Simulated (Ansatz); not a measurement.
Ansatz (an electronic-structure program) input (CCSD(T)/6-31G):

Ansatz 0.2 input:
```yaml
crystal:
  periodic: [false, false, false]
  atoms:
    - {symbol: O, position_ang: [-1.05297413, -0.43952894, -0.11430900]}
    - {symbol: C, position_ang: [-0.11857439, 0.41430461, -0.04480592]}
    - {symbol: O, position_ang: [1.11882114, 0.20945632, 0.13919073]}
    - {symbol: H, position_ang: [-0.82585003, -1.38653763, -0.01792145]}
    - {symbol: H, position_ang: [-0.41632733, 1.45466772, -0.15731837]}
    - {symbol: H, position_ang: [1.42684761, -0.71337678, 0.24502150]}
basis:
  gaussian:
    orbitals: 6-31G
total_charge: 1
magnetization: {spin_polarized: false}
correlation: {method: ccsd_t, electrons: outside_noble_gas}
```

Output:

```
Functional definition: HF
integrals: 0.01 GiB planned
373 factors; integrals over basis functions are off by at most 2.7e-4 eV
mean field: 0.06 GiB planned
mean field evaluation 1: about -5137.1057 eV, gradient 4.9e1 eV
mean field evaluation 2: about -5137.1165 eV, gradient 4.9e1 eV
mean field evaluation 4: about -5141.4572 eV, gradient 2.2e0 eV
mean field evaluation 8: about -5141.4755 eV, gradient 8.6e-5 eV
mean field evaluation 16: about -5141.4647 eV, gradient 1.4e-1 eV
mean field -5141.47550355 eV, -188.9457397381 hartree, gradient 4.9e-6 eV, S^2 0.000000; 0 other end points of the search recorded, 0 dependent functions left out
3 core orbitals not correlated
reference -5141.47550355 eV, -188.9457397381 hartree; 9, 9 occupied and 21, 21 virtual orbitals, 373 factors
second order -8.92944155 eV of doubles, -0.00000000 eV of singles
coupled cluster: 0.05 GiB planned
cycle   1  -8.78352977 eV  change    1.5e-1 eV  update   1.0e-1
cycle   2  -9.12622207 eV  change   -3.4e-1 eV  update   3.0e-2
cycle   3  -9.23435232 eV  change   -1.1e-1 eV  update   1.7e-2
cycle   4  -9.22883014 eV  change    5.5e-3 eV  update   3.1e-3
cycle   5  -9.22682147 eV  change    2.0e-3 eV  update   9.3e-4
cycle   6  -9.22658354 eV  change    2.4e-4 eV  update   2.4e-4
cycle   7  -9.22631672 eV  change    2.7e-4 eV  update   6.2e-5
cycle   8  -9.22627919 eV  change    3.8e-5 eV  update   1.7e-5
cycle   9  -9.22628461 eV  change   -5.4e-6 eV  update   5.0e-6
perturbative correction -0.24869891 eV, -0.0091395163 hartree
Total energy: -5150.95048707 eV, -189.2939389602 hartree
```

It need not be the lowest isomer of its formula.
